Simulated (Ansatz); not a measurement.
A run of Ansatz (development build ahead of 0.2.0) on singlet O3 at this shape:

```xyz
3

O    -0.0376    0.0040   -0.4530
O    -0.0167    1.0707    0.1641
O     0.0037   -1.1105    0.2070
```

Its results:

```
Converged                       : yes
Reference energy                : -224.34267 hartree
Correlation energy              : -0.77122 hartree
Total energy                    : -225.11390 hartree
Spin squared of the determinant : 0.000
```

(1) Which input gives this output? Name the method, the orbitals and the basis set, and write the input.

Answers

(1) RHF-MP2 in cc-pVTZ. An unrestricted run that stays on the closed shell gives the same numbers.

```yaml
crystal:
  periodic: [false, false, false]
  atoms:
    - { symbol: O, position_ang: [-0.03764, 0.00399, -0.45304] }
    - { symbol: O, position_ang: [-0.0167, 1.07073, 0.16413] }
    - { symbol: O, position_ang: [0.00365, -1.1105, 0.20704] }
basis:
  gaussian: { orbitals: cc-pVTZ }
hamiltonian:
  xc: hf
correlation:
  method: mp2
  frozen_orbitals: { O: 1 }
```

Caution: in another basis set an unrestricted determinant lies well below.
